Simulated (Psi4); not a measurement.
Job for Psi4: SAPT0/jun-cc-pV(D+d)Z on CH4Cl2 (a complex).

```
memory 2025 MB

molecule dimer {
0 1
C    -1.49512800    1.12579900   -0.00000200
Cl   -1.40247600   -0.66254400    0.00013900
H    -0.48106900    1.51836100   -0.00121600
H    -2.02718100    1.43516300    0.89531200
H    -2.02924000    1.43492300   -0.89417200
--
0 1
Cl    2.13960800    0.03729800   -0.00013800
H     0.97700200   -0.51405400    0.00007200
units angstrom
symmetry c1
no_reorient
no_com
}

set {
  basis jun-cc-pV(D+d)Z
  scf_type df
  freeze_core true
}

energy('sapt0')
```

Output:

```
[...]
==> Input File <==

--------------------------------------------------------------------------
memory 2025 MB

molecule dimer {
0 1
C    -1.49512800    1.12579900   -0.00000200
Cl   -1.40247600   -0.66254400    0.00013900
H    -0.48106900    1.51836100   -0.00121600
H    -2.02718100    1.43516300    0.89531200
H    -2.02924000    1.43492300   -0.89417200
--
0 1
Cl    2.13960800    0.03729800   -0.00013800
H     0.97700200   -0.51405400    0.00007200
units angstrom
symmetry c1
no_reorient
no_com
}

set {
  basis jun-cc-pV(D+d)Z
  scf_type df
  freeze_core true
}

energy('sapt0')
--------------------------------------------------------------------------


   => Loading Basis Set <=

    Name: JUN-CC-PV(D+D)Z
    Role: ORBITAL
    Keyword: BASIS
    atoms 1      entry C          line   188 file jun-cc-pv_dpd_z.gbs
    atoms 2, 6   entry CL         line   764 file jun-cc-pv_dpd_z.gbs
    atoms 3-5, 7 entry H          line    60 file jun-cc-pv_dpd_z.gbs

   => Loading Basis Set <=

    Name: JUN-CC-PV(D+D)Z
    Role: ORBITAL
    Keyword: BASIS
    atoms 1      entry C          line   188 file jun-cc-pv_dpd_z.gbs
    atoms 2, 6   entry CL         line   764 file jun-cc-pv_dpd_z.gbs
    atoms 3-5, 7 entry H          line    60 file jun-cc-pv_dpd_z.gbs


  //>>>>>>>>>>>>>>>>>>>>>>>>>>>>>>>>>>>//
  //              Dimer HF             //
  //<<<<<<<<<<<<<<<<<<<<<<<<<<<<<<<<<<<//

   => Libint2 <=

    Primary   basis highest AM E, G, H:  7, 6, 3
    Auxiliary basis highest AM E, G, H:  7, 7, 4
    Onebody   basis highest AM E, G, H:  -, -, -
    Solid Harmonics ordering:            Gaussian


   => Loading Basis Set <=

    Name: JUN-CC-PV(D+D)Z
    Role: ORBITAL
    Keyword: BASIS
    atoms 1      entry C          line   188 file jun-cc-pv_dpd_z.gbs
    atoms 2, 6   entry CL         line   764 file jun-cc-pv_dpd_z.gbs
    atoms 3-5, 7 entry H          line    60 file jun-cc-pv_dpd_z.gbs


         ---------------------------------------------------------
                                   SCF
               by Justin Turney, Rob Parrish, Andy Simmonett
                          and Daniel G. A. Smith
                              RHF Reference
                        1 Threads,   1931 MiB Core
         ---------------------------------------------------------

  ==> Geometry <==

    Molecular point group: c1
    Full point group: C1

    Geometry (in Angstrom), charge = 0, multiplicity = 1:

       Center              X                  Y                   Z               Mass
    ------------   -----------------  -----------------  -----------------  -----------------
         C           -1.495128000000     1.125799000000    -0.000002000000    12.000000000000
         CL          -1.402476000000    -0.662544000000     0.000139000000    34.968852682000
         H           -0.481069000000     1.518361000000    -0.001216000000     1.007825032230
         H           -2.027181000000     1.435163000000     0.895312000000     1.007825032230
         H           -2.029240000000     1.434923000000    -0.894172000000     1.007825032230
         CL           2.139608000000     0.037298000000    -0.000138000000    34.968852682000
         H            0.977002000000    -0.514054000000     0.000072000000     1.007825032230

  Running in c1 symmetry.

  Rotational constants: A =      0.43579  B =      0.06312  C =      0.05572 [cm^-1]
  Rotational constants: A =  13064.53472  B =   1892.30463  C =   1670.52750 [MHz]
  Nuclear repulsion =  127.117048371597903

  Charge       = 0
  Multiplicity = 1
  Electrons    = 44
  Nalpha       = 22
  Nbeta        = 22

  ==> Algorithm <==

  SCF Algorithm Type is DF.
  DIIS enabled.
  MOM disabled.
  Fractional occupation disabled.
  Guess Type is SAD.
  Energy threshold   = 1.00e-08
  Density threshold  = 1.00e-08
  Integral threshold = 1.00e-12

  ==> Primary Basis <==

  Basis Set: JUN-CC-PV(D+D)Z
    Blend: JUN-CC-PV(D+D)Z
    Number of shells: 42
    Number of basis functions: 92
    Number of Cartesian functions: 97
    Spherical Harmonics?: true
    Max angular momentum: 2

   => Loading Basis Set <=

    Name: (JUN-CC-PV(D+D)Z AUX)
    Role: JKFIT
    Keyword: DF_BASIS_SCF
    atoms 1      entry C          line   146 file jun-cc-pvdz-jkfit.gbs
    atoms 2, 6   entry CL         line   746 file jun-cc-pvdz-jkfit.gbs
    atoms 3-5, 7 entry H          line    70 file jun-cc-pvdz-jkfit.gbs

  ==> Integral Setup <==

  DFHelper Memory: AOs need 0.028 GiB; user supplied 1.414 GiB.
  SCF_SUBTYPE=INCORE selected. In-core MEM_DF algorithm will be used.
  Using in-core AOs.

  ==> MemDFJK: Density-Fitted J/K Matrices <==

    J tasked:                   Yes
    K tasked:                   Yes
    wK tasked:                   No
    OpenMP threads:               1
    Algorithm:                 Core
    Schwarz Cutoff:           1E-12
    Mask sparsity (%):       1.5359
    Fitting Condition:        1E-10

   => Auxiliary Basis Set <=

  Basis Set: (JUN-CC-PV(D+D)Z AUX)
    Blend: JUN
[...]
        A
    DOCC [     9 ]
    NA   [     9 ]
    NB   [     9 ]

  @DF-RHF Final Energy:  -460.09385913180193

   => Energetics <=

    Nuclear Repulsion Energy =              6.9914437053927143
    One-Electron Energy =                -649.6747471605685860
    Two-Electron Energy =                 182.5894443233739253
    Total Energy =                       -460.0938591318019348

Computation Completed


Properties will be evaluated at   0.000000,   0.000000,   0.000000 [a0]

Properties computed using the SCF density matrix


 Multipole Moments:

 ------------------------------------------------------------------------------------
     Multipole            Electronic (a.u.)      Nuclear  (a.u.)        Total (a.u.)
 ------------------------------------------------------------------------------------

 L = 1.  Multiply by 2.5417464519 to convert [e a0] to [Debye]
 Dipole X            :        -71.0700143           70.5819095           -0.4881048
 Dipole Y            :         -0.4656495            0.2267898           -0.2388597
 Dipole Z            :          0.0043845           -0.0042972            0.0000872
 Magnitude           :                                                    0.5434153

 ------------------------------------------------------------------------------------

  Constructing Basis Sets for SAPT...

   => Loading Basis Set <=

    Name: (JUN-CC-PV(D+D)Z AUX)
    Role: RIFIT
    Keyword: DF_BASIS_SAPT
    atoms 1      entry C          line   100 file jun-cc-pvdz-ri.gbs
    atoms 2, 6   entry CL         line   544 file jun-cc-pvdz-ri.gbs
    atoms 3-5, 7 entry H          line    30 file jun-cc-pvdz-ri.gbs

   => Loading Basis Set <=

    Name: (JUN-CC-PV(D+D)Z AUX)
    Role: JKFIT
    Keyword: DF_BASIS_ELST
    atoms 1      entry C          line   146 file jun-cc-pvdz-jkfit.gbs
    atoms 2, 6   entry CL         line   746 file jun-cc-pvdz-jkfit.gbs
    atoms 3-5, 7 entry H          line    70 file jun-cc-pvdz-jkfit.gbs


  //>>>>>>>>>>>>>>>>>>>>>>>>>>>>>>>>>>>//
  //               SAPT0               //
  //<<<<<<<<<<<<<<<<<<<<<<<<<<<<<<<<<<<//



        SAPT0
    Ed Hohenstein
     6 June 2009

      Orbital Information
  --------------------------
    NSO        =        92
    NMO        =        92
    NRI        =       291
    NRI (Elst) =       413
    NOCC A     =        13
    NOCC B     =         9
    FOCC A     =         6
    FOCC B     =         5
    NVIR A     =        79
    NVIR B     =        83

    Elst10,r            =    -0.007821203575 [Eh]
    Exch10              =     0.010633163045 [Eh]
    Exch10 (S^2)        =     0.010556420718 [Eh]

    Maxiter = 50
    CPHF R converge = 1.000000E-08

    Iter     Energy [mEh]          dE [mEh]         Residual      Time [s]
       1      -2.48677999       2.486779994     9.675104e-03             0
       2      -3.08861659       0.601836597     4.329018e-03             0
       3      -3.18433059       0.095714003     6.827204e-04             0
       4      -3.16567443      -0.018656166     2.018938e-04             0
       5      -3.16446558      -0.001208853     5.675891e-05             0
       6      -3.16563167       0.001166097     1.327195e-05             0
       7      -3.16547888      -0.000152791     3.504826e-06             0
       8      -3.16548026       0.000001375     9.435585e-07             0
       9      -3.16548651       0.000006256     2.426406e-07             0
      10      -3.16548549      -0.000001019     5.865383e-08             0
      11      -3.16548545      -0.000000043     1.268251e-08             0
      12      -3.16548549       0.000000036     2.699092e-09             0

    CHF Iterations converged

    Maxiter = 50
    CPHF R converge = 1.000000E-08

    Iter     Energy [mEh]          dE [mEh]         Residual      Time [s]
       1      -1.65128542       1.651285419     5.281104e-03             0
       2      -1.92990122       0.278615803     1.576447e-03             0
       3      -1.94282808       0.012926860     3.259414e-04             0
       4      -1.93591755      -0.006910532     7.043780e-05             0
       5      -1.93666868       0.000751130     2.575129e-05             0
       6      -1.93682279       0.000154107     6.424987e-06             0
       7      -1.93674461      -0.000078180     9.452966e-07             0
       8      -1.93675229       0.000007688     1.303100e-07             0
       9      -1.93675194      -0.000000349     3.343507e-08             0
      10      -1.93675183      -0.000000115     7.999983e-09             0

    CHF Iterations converged

    Ind20,r (A<-B)      =    -0.003165485486 [Eh]
    Ind20,r (B<-A)      =    -0.001936751830 [Eh]
    Ind20,r             =    -0.005102237316 [Eh]
    Exch-Ind20,r (A<-B) =     0.001801538840 [Eh]
    Exch-Ind20,r (B<-A) =     0.001670624128 [Eh]
    Exch-Ind20,r        =     0.003472162968 [Eh]
    Disp20              =    -0.003766912681 [Eh]
    Disp20 (SS)         =    -0.001883456341 [Eh]
    Disp20 (OS)         =    -0.001883456341 [Eh]
    Exch-Disp20         =     0.000528278311 [Eh]
    Exch-Disp20 (SS)    =     0.000264514563 [Eh]
    Exch-Disp20 (OS)    =     0.000263763748 [Eh]

    SAPT Results
  --------------------------------------------------------------------------------------------------------
    Electrostatics                 -7.82120357 [mEh]      -4.90787934 [kcal/mol]     -20.53456716 [kJ/mol]
      Elst10,r                     -7.82120357 [mEh]      -4.90787934 [kcal/mol]     -20.53456716 [kJ/mol]

    Exchange                       10.63316305 [mEh]       6.67241055 [kcal/mol]      27.91736573 [kJ/mol]
      Exch10                       10.63316305 [mEh]       6.67241055 [kcal/mol]      27.91736573 [kJ/mol]
      Exch10(S^2)                  10.55642072 [mEh]       6.62425401 [kcal/mol]      27.71587878 [kJ/mol]

    Induction                      -3.43218645 [mEh]      -2.15372951 [kcal/mol]      -9.01120429 [kJ/mol]
      Ind20,r                      -5.10223732 [mEh]      -3.20170225 [kcal/mol]     -13.39592223 [kJ/mol]
      Exch-Ind20,r                  3.47216297 [mEh]       2.17881516 [kcal/mol]       9.11616262 [kJ/mol]
      delta HF,r (2)               -1.80211210 [mEh]      -1.13084242 [kcal/mol]      -4.73144467 [kJ/mol]

    Dispersion                     -3.23863437 [mEh]      -2.03227375 [kcal/mol]      -8.50303337 [kJ/mol]
      Disp20                       -3.76691268 [mEh]      -2.36377339 [kcal/mol]      -9.89002788 [kJ/mol]
      Exch-Disp20                   0.52827831 [mEh]       0.33149964 [kcal/mol]       1.38699451 [kJ/mol]
      Disp20 (SS)                  -1.88345634 [mEh]      -1.18188670 [kcal/mol]      -4.94501394 [kJ/mol]
      Disp20 (OS)                  -1.88345634 [mEh]      -1.18188670 [kcal/mol]      -4.94501394 [kJ/mol]
      Exch-Disp20 (SS)              0.26451456 [mEh]       0.16598539 [kcal/mol]       0.69448289 [kJ/mol]
      Exch-Disp20 (OS)              0.26376375 [mEh]       0.16551425 [kcal/mol]       0.69251162 [kJ/mol]

  Total HF                         -0.62022698 [mEh]      -0.38919831 [kcal/mol]      -1.62840571 [kJ/mol]
  Total SAPT0                      -3.85886135 [mEh]      -2.42147206 [kcal/mol]     -10.13143908 [kJ/mol]

  Special recipe for scaled SAPT0 (see Manual):
    Electrostatics sSAPT0          -7.82120357 [mEh]      -4.90787934 [kcal/mol]     -20.53456716 [kJ/mol]
    Exchange sSAPT0                10.63316305 [mEh]       6.67241055 [kcal/mol]      27.91736573 [kJ/mol]
    Induction sSAPT0               -3.35590956 [mEh]      -2.10586504 [kcal/mol]      -8.81093933 [kJ/mol]
    Dispersion sSAPT0              -3.22702909 [mEh]      -2.02499133 [kcal/mol]      -8.47256370 [kJ/mol]
  Total sSAPT0                     -3.77097917 [mEh]      -2.36632516 [kcal/mol]      -9.90070446 [kJ/mol]
  --------------------------------------------------------------------------------------------------------



*** Psi4 exiting successfully. Buy a developer a beer!
```

The run finished.

Cost: around 11 core-seconds (rough).
